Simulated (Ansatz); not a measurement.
One change: `[OH][AlH2]` becomes `[OH][AlH][SiH3]`.

Ansatz, PBE0-D4/def2-TZVP geometries, multiplicity 1. Each molecule was computed in one conformer, which needn't be the lowest.

| property | `[OH][AlH2]` |
| --- | --- |
| HOMO energy (PBE0/def2-TZVPP) / eV | -8.37 |
| HOMO energy (PBE/def2-TZVPP) / eV | -7.03 |
| HOMO–LUMO gap (PBE0/def2-TZVPP) / eV | 7.41 |
| LUMO energy (B3LYP/def2-TZVPP) / eV | -1.19 |
| HOMO energy (ωB97M-V/def2-TZVPP) / eV | -10.61 |
| HOMO–LUMO gap (PBE/def2-TZVPP) / eV | 5.30 |

Question: What does the change do to each property? (Best estimate.)

Answer: Computed: 
```csv
property,`[OH][AlH][SiH3]`,shift
HOMO energy (PBE0/def2-TZVPP) / eV,-7.61,0.76
HOMO energy (PBE/def2-TZVPP) / eV,-6.49,0.54
HOMO–LUMO gap (PBE0/def2-TZVPP) / eV,6.22,-1.19
LUMO energy (B3LYP/def2-TZVPP) / eV,-1.57,-0.38
HOMO energy (ωB97M-V/def2-TZVPP) / eV,-9.62,0.99
HOMO–LUMO gap (PBE/def2-TZVPP) / eV,4.35,-0.95
```

With PBE0 the HOMO rises by 0.76 eV and the LUMO falls by 0.43 eV, so the gap narrows by about 1.19 eV. PBE moves the HOMO by 0.54 eV and ωB97M-V by 0.99 eV. The zero-point energy changes by 47.3 kJ/mol with +9 modes.

B3LYP here is the variant with VWN-RPA as its local correlation; programs differ in this.
